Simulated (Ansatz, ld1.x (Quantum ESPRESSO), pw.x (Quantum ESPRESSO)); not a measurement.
What a changed setting does to a pw.x run (bcc Cl)

Potential: norm-conserving RRKJ (Kleinman–Bylander form), ld1.x (Quantum ESPRESSO) 7.5, PBEsol; core [Ne], reference 3s1 3p6; waves: 3p (bound): rc 1.40 bohr; 3d channel at -0.1 Ry: rc 1.10 bohr; 3s (bound): rc 1.40 bohr; local part: the s channel; core correction: a·sin(br)/r model core inside 0.95 bohr.

The reference run (k-mesh 14³, cutoffs 85/340 Ry, Fermi–Dirac 0.01 Ry, mixing_beta 0.4, conv_thr 1e-9, no spin) gives -0.40 GPa at 19.621 Å³/atom, where all-electron LAPW gives -0.32 GPa. This run, with its own iteration cap, changes ecutrho/ecutwfc to 2.

```
&control
  calculation='scf', prefix='x', pseudo_dir='./', outdir='./tmp', tstress=.true., disk_io='none'
/
&system
  ibrav=0, nat=1, ntyp=1, ecutwfc=85, ecutrho=170, nbnd=11,
  occupations='smearing', smearing='fd', degauss=0.01
/
&electrons
  conv_thr=1e-09, mixing_beta=0.4, electron_maxstep=50
/
ATOMIC_SPECIES
Cl 1.0 Cl.UPF
CELL_PARAMETERS angstrom
  -1.69910564 1.69910564 1.69910564
  1.69910564 -1.69910564 1.69910564
  1.69910564 1.69910564 -1.69910564
ATOMIC_POSITIONS crystal
Cl 0.0000 0.0000 0.0000
K_POINTS automatic
14 14 14 0 0 0
```

```bash
pw.x < Cl.scf.in > Cl.scf.out
```

Task: How does the run end?

Result: It converges in 6 iterations; the free energy moves by -2.6 meV/atom and the pressure by -0.04 GPa. Below 4 the density is truncated and F is no longer variational, so a small shift in one case is no licence.

```
Message from routine set_cutoff:
     ecutrho < 4*ecutwfc, are you sure?
     Message from routine setup:
     using ibrav=0 with symmetry is DISCOURAGED, use correct ibrav instead
     lattice parameter (alat)  =       5.5613  a.u.
     unit-cell volume          =     132.4091 (a.u.)^3
     number of electrons       =         7.00
     number of Kohn-Sham states=           11
     kinetic-energy cutoff     =      85.0000  Ry
     charge density cutoff     =     170.0000  Ry
     scf convergence threshold =      1.0E-09
     Exchange-correlation= PBESOL
     number of k points=   104  Fermi-Dirac smearing, width (Ry)=  0.0100
     iteration #  1     ecut=    85.00 Ry     beta= 0.40
     total energy              =     -31.09823235 Ry
     estimated scf accuracy    <       0.00528471 Ry
     iteration #  2     ecut=    85.00 Ry     beta= 0.40
     total energy              =     -31.09820631 Ry
     estimated scf accuracy    <       0.00070545 Ry
     iteration #  3     ecut=    85.00 Ry     beta= 0.40
     total energy              =     -31.09834746 Ry
     estimated scf accuracy    <       0.00000851 Ry
     iteration #  4     ecut=    85.00 Ry     beta= 0.40
     total energy              =     -31.09834818 Ry
     estimated scf accuracy    <       0.00000049 Ry
     iteration #  5     ecut=    85.00 Ry     beta= 0.40
     total energy              =     -31.09834828 Ry
     estimated scf accuracy    <          2.1E-09 Ry
     iteration #  6     ecut=    85.00 Ry     beta= 0.40
     the Fermi energy is     4.3072 ev
!    total energy              =     -31.09834828 Ry
     estimated scf accuracy    <          3.4E-11 Ry
     smearing contrib. (-TS)   =      -0.00712577 Ry
     The total energy is F=E-TS. E is the sum of the following terms:
     one-electron contribution =       0.67368497 Ry
     hartree contribution      =       3.13565826 Ry
     xc contribution           =      -7.13178878 Ry
     ewald contribution        =     -27.76877696 Ry
     convergence has been achieved in   6 iterations
          total   stress  (Ry/bohr**3)                   (kbar)     P=       -4.38
     Message from routine punch:
     Nothing written, as per user request (disk_io='none')
```

The run took about 9.3 s on one core of a shared host (Neoverse-V2, 96 threads, 742 GiB, load 42).
